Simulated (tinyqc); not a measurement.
Worked calculation: RHF in the sto-3g basis, for HF, spin multiplicity 1. One step of it, computed by the program tinyqc.

Task: Iteration 1: diagonalisation and new density. Diagonalise F' = X^T F X, C = X C', fill 5 alpha and 5 beta electrons from the bottom; D = 2 C_occ C_occ^T. Each column has its largest component positive (the first on a tie).

Fock matrix F (hartree), order 1F 1s, 1F 2s, 1F 2px, 1F 2py, 1F 2pz, 2H 1s:
```
[[-27.290801, -7.117331, -0.034214, -0.154740, 0.355868, -1.685872],
 [-7.117331, -3.480167, 0.003064, 0.013856, -0.080034, -1.377116],
 [-0.034214, 0.003064, -0.986420, 0.010216, -0.024037, -0.009831],
 [-0.154740, 0.013856, 0.010216, -0.942477, -0.108712, -0.044461],
 [0.355868, -0.080034, -0.024037, -0.108712, -0.822424, -0.394056],
 [-1.685872, -1.377116, -0.009831, -0.044461, -0.394056, -0.594287]]
```

X, order 1F 1s, 1F 2s, 1F 2px, 1F 2py, 1F 2pz, 2H 1s:
```
[[1.023512, -0.135876, 0.000000, 0.000000, -0.009085, 0.024985],
 [-0.135876, 1.162004, 0.000000, 0.000000, 0.102318, -0.346481],
 [0.000000, 0.000000, 1.000000, 0.000000, 0.000000, 0.000000],
 [0.000000, 0.000000, 0.000000, 1.000000, 0.000000, 0.000000],
 [-0.009085, 0.102318, 0.000000, 0.000000, 1.074868, -0.254340],
 [0.024985, -0.346481, 0.000000, 0.000000, -0.254340, 1.210491]]
```

Give: F' = X^T F X; orbital energies; coefficients C; D after iteration 1.

Result:

F' = X^T F X (hartree):
```
[[-26.758, -3.709, -0.035, -0.160, 0.340, -0.274],
 [-3.709, -2.086, 0.009, 0.041, -0.020, -0.632],
 [-0.035, 0.009, -0.986, 0.010, -0.023, -0.008],
 [-0.160, 0.041, 0.010, -0.942, -0.103, -0.035],
 [0.340, -0.020, -0.023, -0.103, -0.759, -0.262],
 [-0.274, -0.632, -0.008, -0.035, -0.262, 0.042]]
```

orbital energies (hartree): [-27.313, -1.757, -1.006, -0.989, -0.716, 0.291]

coefficients C, order 1F 1s, 1F 2s, 1F 2px, 1F 2py, 1F 2pz, 2H 1s:
```
[[0.993, -0.260, 0.018, 0.000, 0.063, 0.093],
 [0.029, 0.995, -0.071, 0.000, -0.186, -0.685],
 [0.001, -0.009, 0.189, 0.976, -0.104, -0.005],
 [0.006, -0.042, 0.854, -0.216, -0.471, -0.022],
 [-0.011, 0.170, 0.468, 0.000, 0.856, -0.499],
 [-0.007, 0.031, 0.035, 0.000, 0.002, 1.284]]
```

D after iteration 1, order 1F 1s, 1F 2s, 1F 2px, 1F 2py, 1F 2pz, 2H 1s:
```
[[2.116, -0.486, 0.001, 0.004, 0.014, -0.028],
 [-0.486, 2.060, -0.007, -0.030, -0.047, 0.056],
 [0.001, -0.007, 2.000, 0.000, -0.005, 0.012],
 [0.004, -0.030, 0.000, 1.999, -0.022, 0.056],
 [0.014, -0.047, -0.005, -0.022, 1.964, 0.047],
 [-0.028, 0.056, 0.012, 0.056, 0.047, 0.005]]
```
